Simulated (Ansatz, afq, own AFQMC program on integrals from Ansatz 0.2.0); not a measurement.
SiH2O, singlet: AFQMC among the cluster methods

| atom | x (Å) | y (Å) | z (Å) |
| --- | --- | --- | --- |
| Si | 0.0000 | -0.1186 | 0.6062 |
| O | 0.0000 | 0.1621 | -1.0273 |
| H | 0.0000 | 1.3666 | 0.9807 |
| H | 0.0000 | -0.6354 | -1.5633 |

Connectivity, by distances: SiH–OH.

Basis cc-pVDZ. Noble-gas cores (and the filled d shells of Ga–Kr and In–Xe) are frozen. Integrals, coupled cluster, full CI and functionals: Ansatz 0.2.0; the random walks run on the same integrals in our own AFQMC program. ph-AFQMC/CISD is guided by a CISD state made of CCSD amplitudes; releasing the constraint for a short imaginary time cuts its bias at the price of noise, slowly where states lie close. Free projection: walkers drawn from exp(T), propagated without any constraint. Its projection time is finite, and what remains of the start isn't in its error. Uncertainties: one standard error, sampling alone.

Determinant: RHF, the one that the program's search chose, which needn't be the lowest solution. The geometry is a point of a scan.

No full CI on the walks' own integrals is used here; CCSDT(Q) serves as the reference and is uncertain by about the last step of the cluster series.

Cautions: restricted determinant unstable towards unrestricted (UHF 6 meV lower, ⟨S²⟩ 0.11).

The T1 diagnostic is 0.0181, the weight of the determinant in the CISD state is 0.878 and the size of the correlated space is 12 electrons in 36 orbitals.

Reference: CCSDT(Q), correlation energy -8.362 eV. The released energy is read at 2.40 1/Eh (meV from the phaseless value at times in 1/Eh: 1 ± 17 at 0.24, 5 ± 19 at 0.51, -10 ± 23 at 0.99, 2 ± 19 at 1.62, -18 ± 23 at 2.40).

```csv
level,E − E(reference) (meV),share of correlation (%)
HF,8362.1,0.00
MP2,882.7,89.44
CCSD,238.0,97.15
CCSD(T),40.7,99.51
CCSDT,23.3,99.72
ph-AFQMC/CISD,20.5 ± 14.4,99.75
released AFQMC,2.2 ± 23.3,99.97
free AFQMC,2.5 ± 25.4,99.97
```

Free projections are given only where their last times agree within the noise and don't stop above the reference; a slow remainder of the start can still hide under it. A walk keeps the symmetry of its determinant, which the program's search chose and which needn't be the lowest solution, so a lower state of the same spin and another symmetry isn't excluded. Released energies are given only where the last usable release times agree within the noise; a slower fall can still hide under it.
